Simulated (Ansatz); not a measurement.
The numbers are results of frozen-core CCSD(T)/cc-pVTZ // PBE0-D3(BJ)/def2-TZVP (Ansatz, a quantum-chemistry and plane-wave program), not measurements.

Ansatz 0.2 input:
```yaml
crystal:
  periodic: [false, false, false]
  atoms:
    - { symbol: C, position_ang: [0.0, 0.0, 0.0] }
    - { symbol: H, position_ang: [-0.347661, -0.797102, -0.656517] }
    - { symbol: H, position_ang: [0.848573, -0.354795, 0.584209] }
    - { symbol: H, position_ang: [0.304795, 0.857304, -0.599486] }
    - { symbol: H, position_ang: [-0.805706, 0.294592, 0.671795] }
basis:
  gaussian: { orbitals: cc-pVTZ }
correlation:
  method: ccsd_t
```

Output:

```
Functional definition: HF
464 factors; integrals over basis functions are off by at most 8.8e-4 eV
mean field evaluation 1: about -1093.1149 eV, gradient 2.2e1 eV
mean field evaluation 2: about -1093.1134 eV, gradient 2.2e1 eV
mean field evaluation 4: about -1094.2492 eV, gradient 1.5e0 eV
mean field evaluation 8: about -1094.2601 eV, gradient 1.7e-4 eV
mean field evaluation 16: about -1094.2599 eV, gradient 2.1e-1 eV
mean field -1094.26009044 eV, -40.2133166075 hartree, gradient 1.7e-6 eV, S^2 0.000000; 0 other end points of the search recorded, 0 dependent functions left out
1 core orbitals not correlated
reference -1094.26009044 eV, -40.2133166075 hartree; 4, 4 occupied and 81, 81 virtual orbitals, 464 factors
second order -5.39609676 eV of doubles, -0.00000000 eV of singles
cycle   1  -5.78499586 eV  change   -3.9e-1 eV  update   4.2e-2
cycle   2  -5.92957387 eV  change   -1.4e-1 eV  update   1.2e-2
cycle   3  -5.94564878 eV  change   -1.6e-2 eV  update   3.6e-3
cycle   4  -5.94546186 eV  change    1.9e-4 eV  update   8.0e-4
cycle   5  -5.94557296 eV  change   -1.1e-4 eV  update   1.7e-4
cycle   6  -5.94557829 eV  change   -5.3e-6 eV  update   3.5e-5
cycle   7  -5.94559229 eV  change   -1.4e-5 eV  update   7.6e-6
cycle   8  -5.94559247 eV  change   -1.9e-7 eV  update   1.3e-6
perturbative correction -0.17104683 eV, -0.0062858551 hartree
Total energy: -1100.37672975 eV, -40.4380989560 hartree
```

Cost: roughly 2.5 core-seconds.
